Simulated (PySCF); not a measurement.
**NS (SMILES [N]=S) at UCCSD(T)/cc-pVTZ**

Aim: the vertical doublet–quartet gap of NS at UCCSD(T)/cc-pVTZ, from 2 runs. 

Program for the calculation: PySCF 2.14.0.

4 further runs of the same task are left out: 4 set aside as unsound or not needed.

**1. The system as given**

NS: 2 atoms, total charge 0, spin state doublet. SMILES: `[N]=S`. The shape is that of a PBE0-D4/def2-TZVP optimisation.

Bond lengths: N1–S2 1.486 Å.

**2. A single-point energy at UCCSD(T)/cc-pVTZ**

input.py

```python
from pyscf import gto, cc

molecule = gto.M(
    atom='N -0.000000 -0.000000 -0.011220; S 0.000000 0.000000 1.474400',
    basis='cc-pvtz',
    verbose=3,
    spin=1,
    max_memory=1860,
)

myscf = molecule.UHF()
myscf.conv_tol = 1e-10
myscf.kernel()
if not myscf.converged:
    myscf = myscf.newton().run(myscf.mo_coeff, myscf.mo_occ)

mycc = cc.CCSD(myscf, frozen=6)
mycc.kernel()
e_t = mycc.ccsd_t()
e_final = mycc.e_tot + e_t
print('E = %.10f Eh' % e_final)
```

Run with:

```
OMP_NUM_THREADS=1 python input.py
```

What it wrote:

```text
converged SCF energy = -451.945126645883  <S^2> = 0.81982365  2S+1 = 2.0686456
E(UCCSD) = -452.3069555363078  E_corr = -0.3618288904251937
UCCSD(T) correction = -0.021275374802873
E = -452.3282309111 Eh
```

Run time: 15 s. Hardware: 1 thread of Arm Neoverse V1, shared host; peak memory 0.63 GiB.

**3. The quartet at the same level**

calc.py

```python
from pyscf import gto, cc

mol = gto.M(
    atom='''
N    0.000000   0.000000  -0.011220
S    0.000000   0.000000   1.474400
''',
    basis='cc-pvtz',
    verbose=4,
    max_memory=1860,
    spin=3,
)

mf = mol.UHF()
mf.conv_tol = 1e-10
mf.kernel()
if not mf.converged:
    mf = mf.newton().run(mf.mo_coeff, mf.mo_occ)

mycc = cc.CCSD(mf, frozen=6)
mycc.kernel()
e_t = mycc.ccsd_t()
e_final = mycc.e_tot + e_t
print('E = %.10f Eh' % e_final)
```

Run with:

```
OMP_NUM_THREADS=1 python calc.py
```

What it wrote:

```text
PySCF version 2.14.0

[INPUT] num. atoms = 2
[INPUT] num. electrons = 23
[INPUT] charge = 0
[INPUT] spin (= nelec alpha-beta = 2S) = 3
[INPUT] symmetry False subgroup None
[INPUT] Mole.unit = angstrom
[INPUT] Symbol           X                Y                Z      unit          X                Y                Z       unit  Magmom
[INPUT]  1 N      0.000000000000   0.000000000000  -0.011220000000 AA    0.000000000000   0.000000000000  -0.021202727118 Bohr   0.0
[INPUT]  2 S      0.000000000000   0.000000000000   1.474400000000 AA    0.000000000000   0.000000000000   2.786212198059 Bohr   0.0

nuclear repulsion = 39.8943522724788
number of shells = 18
number of NR pGTOs = 101
number of NR cGTOs = 64
basis = cc-pvtz
ecp = {}

******** <class 'pyscf.scf.uhf.UHF'> ********
method = UHF
initial guess = minao
damping factor = 0
level_shift factor = 0
DIIS = <class 'pyscf.scf.diis.CDIIS'>
diis_start_cycle = 1
diis_space = 8
diis_damp = 0
SCF conv_tol = 1e-10
SCF conv_tol_grad = None
SCF max_cycles = 50
direct_scf = True
direct_scf_tol = 1e-13
number electrons alpha = 13  beta = 10
Set gradient conv threshold to 1e-05
init E= -451.966294209475
[... the frontier-level lines of each cycle are left out ...]


cycle= 1 E= -451.783158629625  delta_E= 0.183  |g|= 0.255  |ddm|= 1.18
cycle= 2 E= -451.831898969566  delta_E= -0.0487  |g|= 0.126  |ddm|= 0.308
cycle= 3 E= -451.843101144571  delta_E= -0.0112  |g|= 0.0692  |ddm|= 0.0929
cycle= 4 E= -451.848686693543  delta_E= -0.00559  |g|= 0.03  |ddm|= 0.0805
cycle= 5 E= -451.850475140854  delta_E= -0.00179  |g|= 0.0173  |ddm|= 0.0431
cycle= 6 E= -451.851221331915  delta_E= -0.000746  |g|= 0.00827  |ddm|= 0.0341
cycle= 7 E= -451.851437066806  delta_E= -0.000216  |g|= 0.00232  |ddm|= 0.0252
cycle= 8 E= -451.851452595319  delta_E= -1.55e-05  |g|= 0.00102  |ddm|= 0.00588
cycle= 9 E= -451.85145608266  delta_E= -3.49e-06  |g|= 0.000417  |ddm|= 0.00292
cycle= 10 E= -451.851456647588  delta_E= -5.65e-07  |g|= 0.000195  |ddm|= 0.00113
cycle= 11 E= -451.851456766924  delta_E= -1.19e-07  |g|= 4.85e-05  |ddm|= 0.000594
cycle= 12 E= -451.851456773885  delta_E= -6.96e-09  |g|= 1.38e-05  |ddm|= 0.000143
cycle= 13 E= -451.851456774211  delta_E= -3.26e-10  |g|= 4.51e-06  |ddm|= 3e-05
cycle= 14 E= -451.851456774236  delta_E= -2.52e-11  |g|= 1.42e-06  |ddm|= 9.05e-06
Extra cycle  E= -451.851456774238  delta_E= -2.27e-12  |g|= 7.67e-07  |ddm|= 1.53e-06
converged SCF energy = -451.851456774238  <S^2> = 3.8116286  2S+1 = 4.0306965

******** <class 'pyscf.cc.uccsd.UCCSD'> ********
CC2 = 0
CCSD nocc = (np.int64(7), np.int64(4)), nmo = (58, 58)
frozen orbitals 6
max_cycle = 50
direct = 0
conv_tol = 1e-07
conv_tol_normt = 1e-06
diis_space = 6
diis_start_cycle = 0
diis_start_energy_diff = 1e+09
Init t2, MP2 energy = -0.29290887170308
Init E_corr(UCCSD) = -0.292908871703577
cycle = 1  E_corr(UCCSD) = -0.305723070412403  dE = -0.0128141987  norm(t1,t2) = 0.0852223
cycle = 2  E_corr(UCCSD) = -0.315880967829204  dE = -0.0101578974  norm(t1,t2) = 0.0315563
cycle = 3  E_corr(UCCSD) = -0.317569826412459  dE = -0.00168885858  norm(t1,t2) = 0.0234675
cycle = 4  E_corr(UCCSD) = -0.321180583699358  dE = -0.00361075729  norm(t1,t2) = 0.0133755
cycle = 5  E_corr(UCCSD) = -0.321135376705246  dE = 4.52069941e-05  norm(t1,t2) = 0.00590801
cycle = 6  E_corr(UCCSD) = -0.321024744089722  dE = 0.000110632616  norm(t1,t2) = 0.00199516
cycle = 7  E_corr(UCCSD) = -0.321134929394959  dE = -0.000110185305  norm(t1,t2) = 0.000985128
cycle = 8  E_corr(UCCSD) = -0.321124074085022  dE = 1.08553099e-05  norm(t1,t2) = 0.000361791
cycle = 9  E_corr(UCCSD) = -0.321116675759651  dE = 7.39832537e-06  norm(t1,t2) = 0.000155303
cycle = 10  E_corr(UCCSD) = -0.321116770678541  dE = -9.49188897e-08  norm(t1,t2) = 3.82174e-05
cycle = 11  E_corr(UCCSD) = -0.321116834459353  dE = -6.37808121e-08  norm(t1,t2) = 1.49461e-05
cycle = 12  E_corr(UCCSD) = -0.321116697583535  dE = 1.36875818e-07  norm(t1,t2) = 7.26382e-06
cycle = 13  E_corr(UCCSD) = -0.321116416173903  dE = 2.81409632e-07  norm(t1,t2) = 2.54265e-06
cycle = 14  E_corr(UCCSD) = -0.32111632014189  dE = 9.60320132e-08  norm(t1,t2) = 7.34263e-07
UCCSD converged
E(UCCSD) = -452.1725730943801  E_corr = -0.3211163201418897
UCCSD(T) correction = -0.0157984364054414
E = -452.1883715308 Eh
```

Wall time 15 s (1 thread of Arm Neoverse V1, shared host); peak memory 0.62 GiB.

**4. What came out**

Level: UCCSD(T)/cc-pVTZ, 6 core orbitals frozen.

```
                                                           quantity          value
                                              doublet: total energy  -452.32823 Eh
                      doublet: dipole moment (Hartree–Fock density)         1.69 D
doublet: HOMO energy (Hartree–Fock orbitals) (highest over α and β)      -10.01 eV
 doublet: LUMO energy (Hartree–Fock orbitals) (lowest over α and β)        0.84 eV
               doublet: correlation energy (6 core orbitals frozen)     -383.1 mEh
                                            doublet: (T) correction     -21.28 mEh
                         doublet: ⟨S²⟩ of the reference determinant          0.820
                                             doublet: T1 diagnostic          0.038
                                              quartet: total energy  -452.18837 Eh
                      quartet: dipole moment (Hartree–Fock density)         0.45 D
quartet: HOMO energy (Hartree–Fock orbitals) (highest over α and β)      -10.21 eV
 quartet: LUMO energy (Hartree–Fock orbitals) (lowest over α and β)       -1.15 eV
               quartet: correlation energy (6 core orbitals frozen)     -336.9 mEh
                                            quartet: (T) correction     -15.80 mEh
                         quartet: ⟨S²⟩ of the reference determinant          3.812
                                             quartet: T1 diagnostic          0.032
                   vertical energy of the quartet above the doublet       3.806 eV
```

**Reading.** At this shape the quartet lies 3.81 eV (367 kJ/mol) above the doublet. The triples (doublet) make up 5.6 % of the correlation energy. The triples (quartet) make up 4.7 % of the correlation energy.
